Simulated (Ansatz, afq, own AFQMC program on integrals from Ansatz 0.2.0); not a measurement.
## F, doublet → F⁻, triplet

A free F atom.

E(triplet, charge -1) − E(doublet, charge +0) at this geometry, on UHF and UHF determinants.

Basis aug-cc-pVTZ. Noble-gas cores (and the filled d shells of Ga–Kr and In–Xe) are frozen. Integrals, coupled cluster, full CI and functionals: Ansatz 0.2.0; the random walks run on the same integrals in our own AFQMC program. The CISD trial takes its coefficients from CCSD amplitudes. Released means that phaseless walkers are propagated on without the constraint, phases kept. ± is one standard error of the sampling. The errors of all members are added in quadrature.

No full CI on the walks' own integrals is used here; CCSDT(Q) serves as the reference and is uncertain by about the last step of the cluster series. Each member takes its own surest rung, up to full CI.

Errors are counted within aug-cc-pVTZ, not against nature.

Cautions: F (doublet): the released energies move by 1.5 errors or more from one time to the next, so no released level is given (meV from the phaseless value at times in 1/Eh: -8 ± 8 at 0.24, -2 ± 6 at 0.51, -5 ± 7 at 0.99, 16 ± 7 at 1.62, 1 ± 14 at 2.40), the ph-AFQMC/HF walk drifts between its halves (2.0 errors); F⁻ (triplet): another spin lies lower, at this level and basis the anion state lies above a neutral one, the search met a lower determinant of the same kind, perhaps of another symmetry (193 meV lower), and this one is a saddle point, its ph-AFQMC/CISD value lies 20 ± 7 meV above CCSDT(Q); at this level and basis the anion state lies above a neutral one.

Reference (CCSDT(Q)): 4.816 eV.

| level | vertical energy of electron attachment (eV) | error against CCSDT(Q) (eV) |
| --- | --- | --- |
| HF | 5.240 | 0.424 |
| MP2 | 4.871 | 0.055 |
| CCSD | 4.855 | 0.039 |
| CCSD(T) | 4.819 | 0.003 |
| CCSDT | 4.817 | 0.001 |
| ph-AFQMC/HF | 4.788 ± 0.056 | -0.028 ± 0.056 |
| ph-AFQMC/CISD | 4.832 ± 0.010 | 0.016 ± 0.010 |

Correlation beyond CCSD(T) takes off 0.003 eV. The perturbative (T) step is worth −0.035 eV.

A walk keeps the symmetry of its determinant, which the program's search chose and which needn't be the lowest solution, so a lower state of the same spin and another symmetry isn't excluded.
